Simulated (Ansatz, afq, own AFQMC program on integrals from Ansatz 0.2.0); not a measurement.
AlNH, doublet → AlNH⁺, singlet

```xyz
3

Al    0.0000    0.0000    0.0508
N     0.0000    0.0000   -1.6818
H     0.0000    0.0000    1.6309
```

Connectivity, by distances: AlH–N.

E(singlet, charge +1) − E(doublet, charge +0) at this geometry, on UHF and RHF determinants.

Basis 6-31G. Noble-gas cores (and the filled d shells of Ga–Kr and In–Xe) are frozen. Ansatz 0.2.0 and our own AFQMC program on the same integrals; the CISD trial comes from CCSD amplitudes, and released means the phaseless constraint is let go. Uncertainties: one standard error, sampling alone. The errors of all members are added in quadrature.

Full CI on the same integrals is exact in this basis and with this determinant's frozen core.

Errors are counted within 6-31G, not against nature.

Cautions: AlNH (doublet): strong correlation (T1 0.102, weight of the determinant 0.72, largest double 0.15), unrestricted determinant spin contaminated (⟨S²⟩ 1.34 against 0.75), the released energies have errors that jump between times, so the bars are unsure, so no released level is given (meV from the phaseless value at times in 1/Eh: -6 ± 3 at 0.24, -11 ± 3 at 0.51, 2 ± 21 at 0.99, -21 ± 4 at 1.62, -27 ± 4 at 2.40), though the last usable value meets full CI within the noise, the ph-AFQMC/CISD walk drifts between its halves (2.2 errors), its ph-AFQMC/CISD value lies 32 ± 5 meV above full CI; AlNH⁺ (singlet): higher spins were not checked, restricted determinant unstable towards unrestricted (UHF 1.63 eV lower, ⟨S²⟩ 1.00), strong correlation (T1 0.022, weight of the determinant 0.87, largest double 0.16), the CCSDT(Q) amplitudes may be one of several solutions (largest double 0.71), the CCSDTQ amplitudes may be one of several solutions (largest double 0.78), the ph-AFQMC/CISD walk drifts between its halves (2.5 errors), the released energy hasn't reached full CI (79 meV above it at 2.40 1/Eh), so no released level is given (meV from the phaseless value at times in 1/Eh: -7 ± 4 at 0.24, -14 ± 4 at 0.51, -20 ± 4 at 0.99, -23 ± 4 at 1.62, -19 ± 6 at 2.40), the determinant fills πx and πy unequally, so it mixes two states of the linear molecule, and each level undoes that mixture to a different degree, while full CI gives the lower state, and by Hund's rule a triplet of that filling probably lies lower still, CCSDTQ on the UHF determinant differs (1.62 eV lower), perhaps since the unrestricted series falls towards higher spin, its ph-AFQMC/CISD value lies 99 ± 5 meV above full CI.

| level | vertical ionization energy (kcal/mol) |
| --- | --- |
| MP2 | 217.6 |
| CCSD | 226.0 |

From these cheaper values, estimate the vertical ionization energy at the reference level in 6-31G.

224.4 kcal/mol (full CI in 6-31G).

```
        level  vertical ionization energy (kcal/mol)  error against FCI (kcal/mol)
           HF                                  215.4                          -9.0
      CCSD(T)                                  226.1                           1.7
        CCSDT                                  224.9                           0.5
     CCSDT(Q)                                  224.6                           0.2
       CCSDTQ                                  224.4                           0.1
ph-AFQMC/CISD                            225.9 ± 0.2                     1.5 ± 0.2
```

Correlation beyond CCSD(T) takes off 1.7 kcal/mol. The perturbative (T) step is worth +0.2 kcal/mol. Where a determinant mixes two states, these steps and errors hold in part the undoing of that mixture, and only full CI is sure.

CCSDT and higher add their correlation energy to the determinant of the CCSD(T) run, since their own runs factorise the integrals more tightly (a shift of under 2 meV).
